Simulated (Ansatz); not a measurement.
`NCC(F)(F)F` at its PBE0-D4/def2-TZVP geometry, where that method's forces vanish. Charge 0, multiplicity 1.

```xyz
10

N    -0.6316   -1.2210   -0.2446
C     0.3573   -0.3231    0.2983
C     0.1671    1.0686   -0.2585
F    -1.0639    1.5344    0.0099
F     0.3353    1.1264   -1.5785
F     1.0437    1.9178    0.2981
H    -1.5422   -1.0545    0.1621
H    -0.3811   -2.1837   -0.0728
H     0.3609   -0.2190    1.3927
H     1.3546   -0.6460   -0.0067
```

(1) What forces (eV/Å) does PBE-D4/def2-TZVPP give on these atoms in Ansatz 0.2.0? (Estimate.)

## Answers

(1) The calculation gave: 
```
N1  -0.020 -0.004 -0.361
C2   0.060 -0.054  0.088
C3   0.097 -0.475  0.188
F4  -0.893  0.302  0.206
F5   0.123  0.003 -0.955
F6   0.644  0.583  0.420
H7  -0.311  0.035  0.143
H8   0.061 -0.338  0.059
H9   0.031  0.030  0.259
H10  0.209 -0.083 -0.048
```
